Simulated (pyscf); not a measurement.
`[O]=[W](=[O])([F])[F]` + `[OH2]` → `[O]=[W]([OH])([OH])([F])[F]`, gas phase, singlet surface. Optimised with ωB97X-D3(BJ)/def2-SVP in PySCF. ΔG in kcal/mol from ωB97M-D3(BJ)/def2-TZVP energies (ideal gas, 1 atm, RRHO with modes under 100 cm⁻¹ raised to 100, one conformer, R ln 2 for chiral ones without a mode under 150 cm⁻¹).

| T (K) | ΔG |
|---|---|
| 298 | -7.9 |
| 600 | +1.9 |
| 900 | ? |
| 1200 | +19.6 |

Fit a line to the three values, predict ΔG at 900 K, and estimate where the reaction turns unfavourable at 1 atm of each gas.

Least squares gives ΔG = -16.7 + 30.4 × T/1000 K, so ΔS is about -127 J/(mol K) and ΔH about -16.7 kcal/mol over this range (ΔH at 298 K: -18.0). At 900 K the line gives +10.7; the computed value is +11.0. ΔG = 0 falls near 550 K; 1 kcal/mol in the energy moves that by 33 K. This is thermodynamics alone and says nothing of the barrier. Elements past Kr carry the def2 core potentials, without spin-orbit coupling.
